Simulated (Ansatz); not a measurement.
# CH₃BF− (SMILES B[CH-]F): energies and forces away from the minimum

One table from this session's results is given with a row withheld; the runs are named, their logs left out.

Method: single points with forces in def2-TZVPPD; program: Ansatz 0.2.0, Gaussian basis.

Levels: PBE-D4, r2SCAN-D4, PBE0-D4, wB97M-V, Hartree-Fock, MP2, CCSD, CCSD(T). Each coordinate is moved by a Gaussian draw of the width named (0.7 of it for atoms other than hydrogen): 0.12, 0.02, 0.02, 0.04 Å.

Correlated methods freeze the cores.

6 further runs of the same task are left out: 6 set aside as unsound or not needed.

## The system as given

6 atoms, charge -1, spin multiplicity 1.

Atoms are counted from 1 here; the program's logs count them from 0.

Bond lengths: B1–C2 1.428 Å, B1–H4 1.211 Å, B1–H5 1.203 Å, C2–F3 1.443 Å, C2–H6 1.096 Å. Angles: C2–B1–H4 118.4°, C2–B1–H5 124.3°, H4–B1–H5 117.3°, B1–C2–F3 125.1°, B1–C2–H6 129.1°, F3–C2–H6 105.8°.

Coordinates:

```
B    -0.43714   -0.01817   -0.62100
C     0.38239   -0.06448    0.54726
F     0.91673    1.08700    1.23271
H    -0.82081   -1.06388   -1.09658
H    -0.78343    0.99609   -1.16728
H     0.74226   -0.93656    1.10489
```

The first run:

Contents of relax/in.yaml:

```yaml
crystal:
  periodic: [false, false, false]
  atoms:
    - {symbol: B, position_ang: [-0.437140, -0.018170, -0.621000]}
    - {symbol: C, position_ang: [0.382390, -0.064480, 0.547260]}
    - {symbol: F, position_ang: [0.916730, 1.087000, 1.232710]}
    - {symbol: H, position_ang: [-0.820810, -1.063880, -1.096580]}
    - {symbol: H, position_ang: [-0.783430, 0.996090, -1.167280]}
    - {symbol: H, position_ang: [0.742260, -0.936560, 1.104890]}
basis:
  gaussian: {orbitals: def2-TZVPD}
total_charge: -1
hamiltonian: {xc: pbe0, dispersion: d4}
relax: {f_tol: 0.005, max_steps: 200}
```

The command line of these runs was not kept.

Steps of the session up to this table: Finding the minimum; The minimum at every level; Structure 1, width 0.12 Å; Structure 2, width 0.02 Å; Structure 3, width 0.02 Å; Structure 4, width 0.04 Å.

One of the session's tables, all rows but one given; the rest of the session is left out.

| method | RMS force component (eV/Å) | angle to CCSD(T) forces (°) |
| --- | --- | --- |
| PBE-D4 | ? | ? |
| r2SCAN-D4 | 0.370 | 19.7 |
| PBE0-D4 | 0.434 | 23.1 |
| wB97M-V | 0.378 | 24.7 |
| CCSD(T) | 0.465 | reference |

Q: Estimate the row for PBE-D4 from the others.

**Answer.** RMS force component (eV/Å): 0.365; angle to CCSD(T) forces (°): 23.8. In the column «RMS force component (eV/Å)» it is the lowest.
